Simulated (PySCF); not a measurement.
# How the numerical set-up moves the result for BH

The method stays; parts of the set-up, such as the basis or the Hamiltonian, are changed.

Computed with PySCF 2.14.0. Level: method and basis as typed in the scripts.

## 1. The system as given

BH: 2 atoms, charge 0, spin multiplicity 1.

Bond lengths: B1–H2 1.305 Å.

## 2. Base script

Contents of input.py:

```python
from pyscf import gto, scf, mcscf

mol = gto.M(
    atom='B 0 0 0; H 0 0 1.305',
    basis='crenbl',
    ecp={'B': 'crenbl'},
    charge=0,
    spin=0,
    verbose=4,
)
mf = scf.RHF(mol)
mf.kernel()
mc = mcscf.CASSCF(mf, 2, 2)
mc.kernel()
mc.analyze()
mf.dip_moment()
print('orbital energies (hartree):', mf.mo_energy[..., max(0, mol.nelec[1]-3):mol.nelec[0]+3].round(4))
```

The run is started by

```sh
> OMP_NUM_THREADS=1 python input.py
```

## 3. Cc-pvdz-dk (core potential off, X2C on)

Run 1 changes basis set: crenbl → cc-pvdz-dk; core potential: on → off; spin-free X2C: off → on. The core potential changes with it: totals don't compare.

Changes to input.py since step 2:

```diff
@@ -4,4 +4,3 @@
     atom='B 0 0 0; H 0 0 1.305',
-    basis='crenbl',
-    ecp={'B': 'crenbl'},
+    basis='cc-pvdz-dk',
     charge=0,
@@ -11,2 +10,3 @@
 mf = scf.RHF(mol)
+mf = mf.sfx2c1e()
 mf.kernel()
```

## 4. Jorge-dzp-dkh (core potential off, X2C on)

Run 2 changes basis set: crenbl → jorge-dzp-dkh; core potential: on → off; spin-free X2C: off → on. The core potential changes with it: totals don't compare.

Changes to input.py since step 2:

```diff
@@ -4,4 +4,3 @@
     atom='B 0 0 0; H 0 0 1.305',
-    basis='crenbl',
-    ecp={'B': 'crenbl'},
+    basis='jorge-dzp-dkh',
     charge=0,
@@ -11,2 +10,3 @@
 mf = scf.RHF(mol)
+mf = mf.sfx2c1e()
 mf.kernel()
```

## 5. Cartesian functions on

Run 3 changes Cartesian functions: off → on.

Changes to input.py since step 2:

```diff
@@ -8,2 +8,3 @@
     spin=0,
+    cart=True,
     verbose=4,
```

## 6. Pcseg-1 (core potential off)

Run 4 changes basis set: crenbl → pcseg-1; core potential: on → off. The core potential changes with it: totals don't compare.

Changes to input.py since step 2:

```diff
@@ -4,4 +4,3 @@
     atom='B 0 0 0; H 0 0 1.305',
-    basis='crenbl',
-    ecp={'B': 'crenbl'},
+    basis='pcseg-1',
     charge=0,
```

## 7. Core potential off

Run 5 changes core potential: on → off. The core potential changes with it: totals don't compare.

Changes to input.py since step 2:

```diff
@@ -5,3 +5,2 @@
     basis='crenbl',
-    ecp={'B': 'crenbl'},
     charge=0,
```

Q: Predict the outcome of this session. Wanted: for each run, E(SCF); from base; gap; SCF dipole; after the SCF.

**Answer**, as computed:

| run | E(SCF) (hartree) | from base (eV) | cycles | gap (eV) | SCF dipole (D) | functions | after the SCF |
| --- | --- | --- | --- | --- | --- | --- | --- |
| base | -3.123209 | 0 | 7 | 10.69 | 1.62 | 20 | CASSCF correlation -0.493 eV |
| cc-pvdz-dk (core potential off, X2C on) | -25.130386 | not comparable | 7 | 11.00 | 1.44 | 19 | CASSCF correlation -0.587 eV |
| jorge-dzp-dkh (core potential off, X2C on) | -25.130024 | not comparable | 7 | 10.85 | 1.47 | 20 | CASSCF correlation -0.591 eV |
| Cartesian functions on | -3.123209 | 0.0000 | 7 | 10.69 | 1.62 | 20 | CASSCF correlation -0.493 eV |
| pcseg-1 (core potential off) | -25.112574 | not comparable | 7 | 10.82 | 1.42 | 19 | CASSCF correlation -0.524 eV |
| core potential off (poor choice) | -19.565705 | not comparable | 7 | 9.47 | 2.58 | 20 | CASSCF correlation -1.402 eV |

The SCF energy stays the same, to the digits that matter, with Cartesian functions on. The basis has no d shells, so the Cartesian switch can't act. Rows marked «poor choice» come from settings spoiled on purpose.
